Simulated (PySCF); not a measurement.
Species: C₄H₇F₂ (doublet state).
Z-matrix (Å and degrees, GFN2-xTB geometry), rows numbered from 1:
```
C 
C   1  1.5210
C   2  1.5470  1  110.76
C   3  1.4780  2  112.40  1   179.98
F   4  1.3431  3  118.26  2   -67.24
F   4  1.3431  3  118.27  2    67.64
H   1  1.0874  2  110.05  3  -179.96
H   1  1.0876  2  110.71  3    60.23
H   1  1.0877  2  110.70  3   -60.15
H   2  1.0914  1  109.99  3  -120.45
H   2  1.0914  1  109.99  3   120.45
H   3  1.0911  2  109.38  1    59.64
H   3  1.0911  2  109.39  1   -59.70
```

The hyperfine couplings belong to this conformer and change with its torsions.

As a line formula: `CCC[C](F)F` [radical].

Method: UKS B3LYP, pcH-1 on C F H, non-relativistic, mean-field spin-orbit, GIAO (PySCF). The structure is a single GFN2-xTB conformer in the gas phase; no vibrational or solvent corrections. A GFN2-xTB geometry isn't a minimum of the functional, and hyperfine couplings can be far from their values at a DFT geometry. No stability test was run, so a lower SCF solution isn't excluded.

Match the computed a_iso(13C) values +357.8, +43.8, +17.9, +3.4 MHz with the sites C1; C2; C3; C4.

```tsv
site	a_iso (MHz)	ρ(0) (bohr⁻³)	position	distance from C4 (Å)	spin population	largest |T| (MHz)
C1	+3.4	+0.0030	3 bonds from C4	3.85	0.00	2.2
C2	+43.8	+0.0390	2 bonds from C4	2.51	+0.06	12.3
C3	+17.9	+0.0159	1 bond from C4	1.48	-0.04	9.3
C4	+357.8	+0.3183	largest spin population	0.00	+0.86	163.7
```

The isotropic 1H couplings, averaged over equivalent nuclei, are +14.4, -4.3, +2.7 MHz. Assign them to H7/H8/H9; H10/H11; H12/H13.

```json
{"site": "H7/H8/H9", "a_iso (MHz)": "+2.7", "ρ(0) (bohr⁻³)": "+0.0006", "position": "4 bonds from C4", "distance from C4 (Å)": "4.32", "bound to": "C1", "spin population there": "0.00", "largest |T| (MHz)": "2.1"}
{"site": "H10/H11", "a_iso (MHz)": "-4.3", "ρ(0) (bohr⁻³)": "-0.0010", "position": "γ, 3 bonds from C4", "distance from C4 (Å)": "2.75", "bound to": "C2", "spin population there": "+0.06", "largest |T| (MHz)": "5.7"}
{"site": "H12/H13", "a_iso (MHz)": "+14.4", "ρ(0) (bohr⁻³)": "+0.0032", "position": "β, 2 bonds from C4", "distance from C4 (Å)": "2.09", "bound to": "C3", "spin population there": "-0.04", "largest |T| (MHz)": "12.2"}
```

ρ(0) is the spin density at the nucleus and T the dipolar tensor; entries for several nuclei are means. The largest Mulliken spin population is on C4 (+0.86). The angles at C4 add up to 345.4°, so it is pyramidal.

Means are taken over nuclei equivalent by connectivity, which assumes that they swap fast. The three 1H nuclei of mean +2.7 MHz run from 0.1 to 7.8 MHz in the frozen geometry.

Time: 32 s (with the writing of density and orbital grids); peak memory 0.87 GiB. Hardware: Arm Neoverse V1, one thread, shared host with 32 logical CPUs at a one-minute load of 26.
